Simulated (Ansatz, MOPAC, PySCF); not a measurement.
Gas-phase reaction in SMILES: [S+]#C[S-] + 4 [H][H] (H2) → C (CH4) + 2 S (H2S)

Property: energy of full hydrogenation (enthalpy at 298 K), in kcal/mol. Set-up: no spin-orbit coupling; six Cartesian d functions in 6-31G* and its kin unless marked 5d; PM7 with its own dispersion and hydrogen-bond terms; non-relativistic; no dispersion term unless named; frozen cores in correlated levels. First-principles rows: single points at B3LYP-D3(BJ) geometries (Ansatz, a quantum-chemistry and plane-wave program), with unscaled harmonic terms from B3LYP/6-31G* (Ansatz) at its own minima. Semi-empirical rows: MOPAC heats of formation at their own minima for 298 K.

Measured values: Active Thermochemical Tables 1.112 (ions: stationary electron), as tabulated in the package chemicals; CRC Handbook, as tabulated in the package chemicals; G2/97 table in ASE (Curtiss et al.); they hold spin-orbit and core effects, anharmonicity. 

Value to compare with, the measured value: -55.5 kcal/mol.

```tsv
level	program	energy of full hydrogenation (enthalpy at 298 K) (kcal/mol)	error
PM3	MOPAC	1.8	57.3
PM7	MOPAC	67.1	122.6
SVWN5/6-31G*	Ansatz	-58.1	-2.6
PBE/def2-SVP	Ansatz	-52.4	3.1
BLYP/6-31G*	Ansatz	-34.9	20.6
BP86/def2-SVP	PySCF	-49.1	6.4
BP86/6-31G* (5d)	PySCF	-40.7	14.8
B3LYP/3-21G	Ansatz	-51.3	4.2
B3LYP/6-31G*	Ansatz	-47.9	7.6
B3LYP/def2-SVP	Ansatz	-56.0	-0.5
B3LYP/cc-pVDZ	Ansatz	-56.2	-0.7
PBE0/6-31G*	Ansatz	-57.5	-2.0
MP2/6-31G*	Ansatz	-29.0	26.5
PBE0/def2-TZVPD	Ansatz	-61.3	-5.8
wB97M-V/def2-TZVPD	Ansatz	-60.1	-4.6
B2PLYP-D3(BJ)/def2-TZVPD	Ansatz + dftd3	-49.0	6.5
```

Among the 13 habitual levels, PM7 lies farthest from the measured value (122.6 kcal/mol); 9 of 13 lie above it, and their mean absolute error is 20.7 kcal/mol, the median 6.4. One case shows no general order.

The levels are drawn from those run, B3LYP/6-31G* more often than the rest, none by its result; left out are runs that failed, that the program found above a lower state of the same kind, or whose <S^2> lies over 0.5 above the pure value.
